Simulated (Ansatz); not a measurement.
**CH$_{3}$O, doublet: reading a ladder of total energies**

Geometry: MP2(full)/6-31G*, from the G2/97 set.

```yaml
atoms:
  - { symbol: C, position_ang: [-0.0048, -0.6782, 0.0000] }
  - { symbol: O, position_ang: [-0.0048, 0.7078, 0.0000] }
  - { symbol: H, position_ang: [1.0592, -0.9605, 0.0000] }
  - { symbol: H, position_ang: [-0.4635, -1.0961, 0.9033] }
  - { symbol: H, position_ang: [-0.4635, -1.0961, -0.9033] }
```

Basis STO-3G; Ansatz 0.2.0. Only valence electrons are correlated (noble-gas cores frozen), which leaves 13 electrons in 11 orbitals. R marks a restricted (for open shells ROHF) determinant, U an unrestricted one.

Full CI is exact within this basis and frozen core; it isn't the basis-set limit. The frozen core follows each run's orbitals, which can shift R against U totals by a few meV.

Runs differ by some tens of microhartree through their thresholds and, for an open shell, their frozen cores, so steps under 0.1 kcal/mol mean nothing.

```csv
level,total energy (hartree)
UHF,-112.957670
UMP2,-113.023566
UCCSD,-113.049371
UCCSD(T),-113.050030
UCCSDT,-113.050266
UCCSDT(Q),-113.050308
UCCSDTQ,-113.050311
full CI,-113.050308
```

Question: What is the correlation energy at full CI, and what share of it do UMP2 and UCCSD recover?

Answer: E(corr) = -113.050308 − (-112.957670) = -0.092638 hartree = -2.521 eV. UMP2: -0.065896 / -0.092638 = 71.13 %. UCCSD: -0.091701 / -0.092638 = 98.99 %.

Question: By how many kcal/mol does UCCSD(T) miss full CI (1 hartree = 627.509 kcal/mol), and which steps make up the rest?

Answer: -113.050030 − (-113.050308) = 0.000278 hartree = 0.17 kcal/mol. Steps: UCCSDT − UCCSD(T) = -0.15, UCCSDT(Q) − UCCSDT = -0.03, UCCSDTQ − UCCSDT(Q) = 0.00, full CI − UCCSDTQ = 0.00 kcal/mol. That is within 1 kcal/mol of the reference in this basis, which itself misses far more of the correlation at the basis-set limit.
